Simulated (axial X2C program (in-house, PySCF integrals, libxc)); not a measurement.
## Low determinants of BC⁺ at the PBE0 level, 2c

Calculated with an in-house relativistic program for diatomic molecules. Two-component (2c) means X2C with spin–orbit coupling and atomic mean-field two-electron Coulomb and Gaunt terms. Basis: C dyall-v3z [7s6p2d1f], B dyall-v3z [7s6p2d1f] (cores contracted in-house); Gaussian nuclei, density fitting, unrestricted open shells. Masses: C 12.000 u, B 11.009 u.

Search at 1.450 Å (vertical energies from the lowest determinant):

```
ΔE (eV)  state  electrons beyond evenly filled partner blocks  electrons in ±ω = 1/2, 3/2, 5/2, 7/2
   0.00  Ω = 2                               ω = 1/2, ω = 3/2                               9 1 0 0
   0.71  Ω = 1                              ω = -1/2, ω = 3/2                               9 1 0 0
   1.61  Ω = 1                                    2 × ω = 1/2                              10 0 0 0
   1.78  Ω = 0                                           none                              10 0 0 0
   1.79  Ω = 0                                           none                               8 2 0 0
   2.07  Ω = 3                           3 × ω = 1/2, ω = 3/2                               9 1 0 0
   2.07  Ω = 1                                    2 × ω = 1/2                               8 2 0 0
```

Lowest determinant, Ω = 2 (⟨Sz⟩ = 2.00, ⟨Lz⟩ = 0.00 at PBE0): Re = 1.431 Å, ωe = 1425.2 cm⁻¹.

The determinant in row 2 of the search, Ω = 1 (⟨Sz⟩ = 1.00, ⟨Lz⟩ = 0.00 at PBE0), was followed along the bond at PBE0; measured from the minimum of the lowest determinant it gives:

Te = 0.654 eV (5273 cm⁻¹), Re = 1.516 Å, ωe = 1103.9 cm⁻¹.

Problem. Compare the bond of the determinant in row 2 with that of the lowest one.

Solution. At PBE0 its Re is 0.085 Å longer and its force constant, which goes as ωe², is 0.60 times that of the lowest determinant. T0 ≈ Te + Δωe/2 = 5273 + (-161) = 5112 cm⁻¹.

The search compares states at one distance, so a state with another bond length can lie lower; it is not exhaustive and yields mostly the lowest determinant of each block pattern, so other components and higher states of one pattern are missing. These are energies of single determinants, not of spin-adapted states; PBE0 term energies can be off by some tenths of an eV, and the functional has no current term. Open-shell Ω = 0 determinants with evenly filled partner blocks cannot be reached by this program, so the Ω shown need not be the lowest component. The lowest determinant need not be the ground state where others lie within half an eV.
